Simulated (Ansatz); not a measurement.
A geometry optimisation of C6H5− with r2SCAN-D4/def2-SVPD

The starting geometry of this gas-phase singlet was optimised with GFN2-xTB; its bonds are those of `[C-]#CCC#CC`.

```xyz
11

C     1.4072    2.4385    0.8353
C     0.2577    2.0196    0.7811
C    -1.1808    1.5743    0.7770
C    -1.3584    0.4274   -0.0830
C    -1.3861   -0.5157   -0.8319
C    -1.4078   -1.6638   -1.7255
H    -1.8382    2.3934    0.4229
H    -1.5066    1.3079    1.8019
H    -2.3734   -1.7455   -2.2365
H    -1.2378   -2.5869   -1.1637
H    -0.6245   -1.5750   -2.4840
```

Q: Predict what it relaxes into with r2SCAN-D4/def2-SVPD.

A: It keeps its bonds, and is `[C-]#CCC#CC`.

The energy falls by 0.11 eV over 7 steps:

| step | E − E(last) (eV) |
| --- | --- |
| 1 | 0.105 |
| 2 | 0.017 |
| 3 | 0.006 |
| 4 | 0.001 |
| 5 | 0.000 |
| 6 | 0.000 |
| 7 | 0.000 |

Final geometry (Å):

```xyz
11

C     1.4059    2.6171    0.9643
C     0.2615    2.1229    0.8563
C    -1.1050    1.5834    0.7670
C    -1.2618    0.4167   -0.1164
C    -1.3845   -0.5500   -0.8493
C    -1.4523   -1.6992   -1.7406
H    -1.8214    2.3572    0.4147
H    -1.4883    1.2882    1.7678
H    -2.4248   -1.7665   -2.2577
H    -1.3073   -2.6470   -1.1950
H    -0.6708   -1.6485   -2.5177
```

No frequencies were run, so the end isn't proven a minimum. Run with Ansatz 0.2.0, 20 s on 2 threads of Intel(R) Xeon(R) Processor @ 2.70GHz (shared host).
